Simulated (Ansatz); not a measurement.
Complex (SMILES): Cl (HCl) with S (H2S), atoms 1 to 2 the first; geometry from NCB31 set, monomers rigid:
```xyz
5

Cl    -1.9116     0.0000     0.0035
H     -0.6273    -0.0001    -0.1041
S      1.8425     0.0000    -0.1015
H      1.8228    -0.9618     0.8347
H      1.8219     0.9619     0.8346
```

Basis-set convergence of the uncorrected interaction energy at PBE0 with Ansatz (a first-principles code). Cartesian d functions, on some or all atoms, in 6-31G*, 6-31G**, 6-311G**; all else is spherical. The program fits the integrals of some runs and decomposes those of others, by size. No added dispersion term, no relativity. Functions are those of the species that has most. Reference: the counterpoise-corrected one, the value in aug-pcseg-3, -3.53 kcal/mol, itself unsure by roughly 0.01 kcal/mol (its mean distance from aug-cc-pV(Q+d)Z, def2-QZVPPD, counterpoise-corrected). Deviations are taken from unrounded values.

```json
[
 {"basis": "STO-3G", "functions": "21", "uncorrected interaction energy (kcal/mol)": "-7.32", "minus reference (kcal/mol)": "-3.79"},
 {"basis": "3-21G", "functions": "32", "uncorrected interaction energy (kcal/mol)": "-6.02", "minus reference (kcal/mol)": "-2.49"},
 {"basis": "6-31G", "functions": "32", "uncorrected interaction energy (kcal/mol)": "-4.37", "minus reference (kcal/mol)": "-0.84"},
 {"basis": "pcseg-0", "functions": "32", "uncorrected interaction energy (kcal/mol)": "-5.35", "minus reference (kcal/mol)": "-1.81"},
 {"basis": "6-31G*", "functions": "44", "uncorrected interaction energy (kcal/mol)": "-4.14", "minus reference (kcal/mol)": "-0.61"},
 {"basis": "pcseg-1", "functions": "51", "uncorrected interaction energy (kcal/mol)": "-3.88", "minus reference (kcal/mol)": "-0.35"},
 {"basis": "6-31G**", "functions": "53", "uncorrected interaction energy (kcal/mol)": "-4.34", "minus reference (kcal/mol)": "-0.81"},
 {"basis": "6-311G**", "functions": "72", "uncorrected interaction energy (kcal/mol)": "-3.76", "minus reference (kcal/mol)": "-0.22"},
 {"basis": "aug-pcseg-1", "functions": "81", "uncorrected interaction energy (kcal/mol)": "-4.49", "minus reference (kcal/mol)": "-0.96"},
 {"basis": "pcseg-2", "functions": "110", "uncorrected interaction energy (kcal/mol)": "-3.68", "minus reference (kcal/mol)": "-0.15"},
 {"basis": "aug-pcseg-2", "functions": "169", "uncorrected interaction energy (kcal/mol)": "-3.68", "minus reference (kcal/mol)": "-0.14"},
 {"basis": "pcseg-3", "functions": "227", "uncorrected interaction energy (kcal/mol)": "-3.56", "minus reference (kcal/mol)": "-0.03"},
 {"basis": "aug-pcseg-3", "functions": "325", "uncorrected interaction energy (kcal/mol)": "-3.55", "minus reference (kcal/mol)": "-0.01"},
 {"basis": "pcseg-4", "functions": "393", "uncorrected interaction energy (kcal/mol)": "-3.54", "minus reference (kcal/mol)": "-0.01"}
]
```

The smallest set listed that lies within 0.5 kcal/mol of the reference with all its larger relatives (same family, alike in diffuse functions; a set with none counts only in the reference's own line) is pcseg-1 (51 functions, -0.35 kcal/mol off). Inside, with no larger relative to test it: 6-311G**.
